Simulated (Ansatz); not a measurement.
Geometry optimisation, RKS PBE/def2-SVP (Ansatz).

The input (input.yaml):

```yaml
crystal:
  periodic: [false, false, false]
  atoms:
    - { symbol: C, position_ang: [-1.06516, 0.74056, -0.69131] }
    - { symbol: C, position_ang: [0.38927, 0.32381, -0.58296] }
    - { symbol: Si, position_ang: [0.88953, -0.6859, 0.821] }
    - { symbol: H, position_ang: [-1.76176, -0.04577, -1.04522] }
    - { symbol: H, position_ang: [-1.18472, 1.5843, -1.38959] }
    - { symbol: H, position_ang: [-1.43724, 1.06876, 0.28314] }
    - { symbol: H, position_ang: [0.75266, -0.03016, -1.56257] }
    - { symbol: H, position_ang: [0.47838, -2.10643, 1.25141] }
    - { symbol: H, position_ang: [0.55971, 0.02373, 2.10537] }
    - { symbol: H, position_ang: [1.18533, 0.9, -0.11138] }
total_charge: -1
basis:
  gaussian: { orbitals: def2-SVP }
hamiltonian:
  xc: pbe
relax:
  f_tol: 0.02
  max_steps: 50
```

Command:

```bash
$ ansatz run input.yaml --threads 1 --pin off --max-ram 2048MiB --backend cpu --events-out ev --progress --plain --runs-dir out
```

**Question.** Where does it end, and by what steps?

**Answer.** The run converged. Limits of this set-up: an anion without diffuse functions, the dipole of an ion depends on the origin. After 7 steps the energy has fallen by 1.709 eV; H8 moved furthest, 0.70 Å.

```tsv
step	energy less start (eV)	largest force component (eV/Å)	accepted
0	0.0000	3.329	yes
1	-1.0088	1.829	yes
2	-1.4570	0.960	yes
3	-1.6355	0.451	yes
4	-1.6991	0.138	yes
5	-1.7067	0.300	yes
6	-1.7091	0.026	yes
7	-1.7092	0.008	yes
```

```xyz
10
Properties=species:S:1:pos:R:3
C -0.980 0.689 -0.581
C 0.515 0.361 -0.515
Si 1.148 -0.823 0.966
H -1.580 -0.243 -0.672
H -1.277 1.361 -1.430
H -1.315 1.176 0.361
H 0.837 -0.110 -1.476
H 0.000 -1.887 0.786
H 0.354 -0.060 2.093
H 1.103 1.309 -0.453
```

Whether the end is a true minimum wasn't checked by a vibrational analysis.

Run time: 18 s on 1 thread of Arm Neoverse V2 (shared host), peak memory 0.1 GiB.
